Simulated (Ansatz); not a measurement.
# Down a group: vertical ionisation energies of H₂N–CH₂, H2Ge–NH2

Ansatz 0.2.0, basis cc-pVDZ; geometries are PBE0/def2-TZVP minima. Wave-function levels freeze the cores with the filled d shells of p-block atoms; HF, MP2 and coupled cluster are restricted for singlets and unrestricted otherwise, restricted open-shell where a d shell is frozen. The reference is CCSDT(Q) (coupled cluster only where its series has nearly closed). An error is the level's value less the reference. None of these values is a measured one. Energies are electronic, without zero-point terms. No spin–orbit coupling and no scalar relativity. The set is small: such energies can lie up to about 0.3 eV from the limit, spin gaps mostly less, so near ties and functionals' places can change in larger sets. The species are chosen: bound, without strong static correlation by their natural occupations or amplitudes, in their lowest spin state as far as vertical gaps and like structures tell, with only the lowest ion state computed, and with a ladder that closes on the reference, so errors are smaller than for species at large; levels whose determinant breaks symmetry or spin markedly are left out.

```json
{"species": "H2N–CH2, doublet", "bonds (Å)": "C–N 1.386, N–H 1.008, C–H 1.082, angles at C 117/119°, angles at N 111/115°", "quantity": "vertical ionisation to the singlet", "symmetry of the states": "A' / A'", "reference": "CCSDT(Q)", "value (eV)": "6.393", "error CCSD": "0.104", "error CCSD(T)": "0.010", "error CCSDT": "0.008"}
{"species": "H2Ge–NH2, doublet", "bonds (Å)": "N–Ge 1.842, Ge–H 1.551, N–H 1.010, angles at N 109/116°, angles at Ge 106/110°", "quantity": "vertical ionisation to the singlet", "symmetry of the states": "A' / A'", "reference": "CCSDT(Q)", "value (eV)": "7.299", "error CCSD": "0.106", "error CCSD(T)": "0.018", "error CCSDT": "0.015"}
```

The reference rises from C to Ge, by 0.906 eV in all.
